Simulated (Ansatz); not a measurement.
A nudged elastic band was laid between two geometries of H + H5NSi (8 atoms, charge 0, multiplicity 2).

All numbers below come from Ansatz 0.2.0, UKS PBE0-D4/6-31G*.

```yaml
movable_images: 7
climbing_image: yes
spring: 5.0 eV/Å²
optimiser: quadratic models (default)
start_path: through a guess of the saddle point
force_threshold: 0.03 eV/Å
iteration_limit: 60
end_points: relaxed
```

First end point:

```xyz
8
Properties=species:S:1:pos:R:3
Si 0.077 0.000 -0.187
H 0.015 -0.001 1.310
N 1.652 0.000 -0.909
H 2.224 -0.829 -0.822
H 2.225 0.829 -0.821
H -0.635 1.222 -0.653
H -0.636 -1.221 -0.654
H -0.149 -0.001 3.972
```

Last end point:

```xyz
8
Properties=species:S:1:pos:R:3
Si 0.100 0.001 -0.404
H -0.156 -0.001 2.902
N 1.699 0.000 -1.093
H 2.269 -0.830 -0.991
H 2.270 0.830 -0.992
H -0.595 1.225 -0.915
H -0.595 -1.223 -0.914
H -0.218 -0.002 3.645
```

Task: Which bonds break or form, and what moves?

Result: Bonds broken: Si1–H2. Bonds formed: H2–H8. H + H5NSi becomes H2 + H4NSi.

Task: Give the energies along the band, and the barrier.

Result: The run converged. The highest image is number 3 of 0 to 8, 0.072 eV above the first end and 0.684 eV above the last; the last end lies 0.612 eV below the first. A vibrational analysis at the climbing image gives one clearly imaginary mode, 627i cm⁻¹: a first-order saddle point.

```
image  path coordinate (Å)  energy (eV)  Si1–H2 (Å)  H2–H8 (Å)
    0                 0.00        0.000        1.50       2.67
    1                 0.40        0.006        1.50       2.24
    2                 0.80        0.033        1.51       1.81
    3                 1.19        0.072        1.57       1.33
    4                 1.59       -0.271        1.99       0.83
    5                 1.99       -0.479        2.35       0.76
    6                 2.39       -0.570        2.67       0.75
    7                 2.79       -0.604        3.00       0.75
    8                 3.20       -0.612        3.32       0.75
```

Task: What is the geometry of the highest image?

Result: 
```xyz
8
Properties=species:S:1:pos:R:3
Si 0.073 0.000 -0.023
H 0.042 0.000 1.544
N 1.625 0.000 -0.787
H 2.198 -0.831 -0.731
H 2.200 0.831 -0.729
H -0.652 1.228 -0.454
H -0.652 -1.227 -0.456
H -0.059 -0.001 2.871
```

Task: What are the harmonic wavenumbers there?

Result: 627i, 176, 218, 271, 454, 648, 745, 846, 906, 939, 1006, 1014, 1434, 1632, 2252, 2267, 3602, 3700 cm⁻¹.

Run time: 110 s on 1 thread of Arm Neoverse V1, with other jobs on the host, peak memory 0.12 GiB.
